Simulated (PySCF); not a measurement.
Two structures of SiNH₇S, closed shell, reached by relaxing down either side of one saddle point (PBE0-D4/def2-TZVP). Energies are electronic, without zero-point energy. Computed with PySCF 2.14 with density fitting (its default auxiliary sets; JK sets also for MP2 and CCSD(T)) (basis: def2-TZVPP and def2-QZVPP); correlated methods freeze the cores. Extrapolation: Hartree–Fock as exp(−7.88 √X), correlation as X^−2.97. First:

```json
{"atom": "Si1", "x (Å)": "-0.2661", "y (Å)": "-0.1090", "z (Å)": "0.5708"}
{"atom": "H2", "x (Å)": "1.0378", "y (Å)": "-0.6452", "z (Å)": "0.1010"}
{"atom": "H3", "x (Å)": "-1.3437", "y (Å)": "-0.7705", "z (Å)": "-0.2212"}
{"atom": "H4", "x (Å)": "-0.3553", "y (Å)": "1.3548", "z (Å)": "0.3419"}
{"atom": "N5", "x (Å)": "-0.3353", "y (Å)": "-0.3611", "z (Å)": "2.2752"}
{"atom": "H6", "x (Å)": "1.0615", "y (Å)": "-0.4124", "z (Å)": "-3.0090"}
{"atom": "S7", "x (Å)": "0.2219", "y (Å)": "0.6320", "z (Å)": "-2.9485"}
{"atom": "H8", "x (Å)": "-0.1394", "y (Å)": "-1.2754", "z (Å)": "2.6505"}
{"atom": "H9", "x (Å)": "-1.0572", "y (Å)": "0.0923", "z (Å)": "2.8123"}
{"atom": "H10", "x (Å)": "1.2053", "y (Å)": "1.4723", "z (Å)": "-2.5920"}
```

Second:

```tsv
atom	x (Å)	y (Å)	z (Å)
Si1	-0.9401	0.4500	-0.1772
H2	1.5228	-2.5313	-0.3512
H3	-1.6452	-0.6978	-0.7941
H4	-1.8538	1.5820	0.1104
N5	-0.2738	-0.0037	1.3299
H6	1.6015	-1.8645	-0.6802
S7	0.4296	1.0044	-1.7381
H8	0.3922	-0.7569	1.3931
H9	-0.1044	0.6962	2.0333
H10	0.9022	2.0895	-1.1019
```

Q: Which bonds change from the first to the second?

A: SiNH₅ ([NH2][SiH3]) + H₂S → SiNH₅S ([NH2][SiH2][SH]) + H₂; bonds formed: Si1–S7, H2–H6; bonds broken: Si1–H2, H6–S7.

Q: Give the saddle point's structure and its height above each. (To be estimated.)

A: The calculation gives: 43.06 kcal/mol above the first and 54.79 kcal/mol above the second (CCSD(T) at an estimated basis limit (MP2 extrapolated from triple and quadruple zeta, plus CCSD(T) − MP2 in triple zeta)).
```
10
angstrom
Si -0.5516 -0.1327 -0.0075
H 0.8341 -1.0036 -0.4049
H -1.3980 -1.1332 -0.7041
H -1.3628 1.1104 0.1567
N -0.0493 -0.2793 1.6164
H 0.8630 -0.3669 -1.2673
S 0.3259 0.8252 -2.1635
H 0.5879 -0.9759 1.9630
H -0.4300 0.3155 2.3342
H 1.1808 1.6406 -1.5230
```

No T1 diagnostic of these runs exceeds 0.013.

Labels in which every atom is bracketed show which atoms are joined, not bond orders.

For scale, one of the runs: CCSD(T)/def2-TZVPP, 213 basis functions, launched by `OMP_NUM_THREADS=4 python run.py`. Time: 6.5 min of wall clock on 4 CPU threads of an Arm Neoverse V2; the host was shared. Peak host memory: 2.7 GiB.
